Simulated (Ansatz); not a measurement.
## Worked example: GeN⁺, quintet against GeN⁺, triplet

Geometry (PBE0/def2-TZVP stationary point of a triplet), kept for both states (GeN⁺, triplet: Σ⁻; GeN⁺, quintet: Π):

```yaml
atoms:
  - { symbol: Ge, position_ang: [0.0000, 0.0000, 0.0000] }
  - { symbol: N, position_ang: [0.0000, 0.0000, 1.9011] }
```

Basis cc-pVTZ; Ansatz 0.2.0. Only valence electrons are correlated (noble-gas cores and the filled d shells of p-block atoms frozen). Prefix R: restricted or restricted open-shell reference; prefix U: unrestricted. No spin–orbit coupling is included, and no scalar relativity.

Full CI isn't at hand for all of this; UCCSDT(Q) serves as the reference, and is uncertain by the last step of the cluster series or more.

| level | E(GeN⁺, triplet) (hartree) | E(GeN⁺, quintet) (hartree) |
| --- | --- | --- |
| UHF | -2129.500238 | -2129.450271 |
| UMP2 | -2129.683479 | -2129.599323 |
| UCCSD(T) | -2129.720870 | -2129.635389 |
| PBE | -2130.975909 | -2130.879297 |
| wB97M-V | -2131.229139 | -2131.136540 |
| UCCSDT(Q) | -2129.722631 | -2129.636767 |

Problem. Give the vertical gap, GeN⁺ quintet less GeN⁺ triplet, at each level in eV (1 hartree = 27.2114 eV), and each error against UCCSDT(Q).

Solution. UCCSDT(Q): (-2129.636767 − (-2129.722631)) × 27.2114 = 2.336 eV (the reference)
wB97M-V: (-2131.136540 − (-2131.229139)) × 27.2114 = 2.520 eV, error 0.184 eV
PBE: (-2130.879297 − (-2130.975909)) × 27.2114 = 2.629 eV, error 0.293 eV
UCCSD(T): (-2129.635389 − (-2129.720870)) × 27.2114 = 2.326 eV, error -0.010 eV
UMP2: (-2129.599323 − (-2129.683479)) × 27.2114 = 2.290 eV, error -0.046 eV
UHF: (-2129.450271 − (-2129.500238)) × 27.2114 = 1.360 eV, error -0.976 eV

Total energies of functionals can't be set beside those of wave-function methods, since they hold the core's correlation and their own absolute errors; only the differences compare.

Each level lands on the state that its own search finds. T1 diagnostics of restricted CCSD: 0.028 and 0.047.
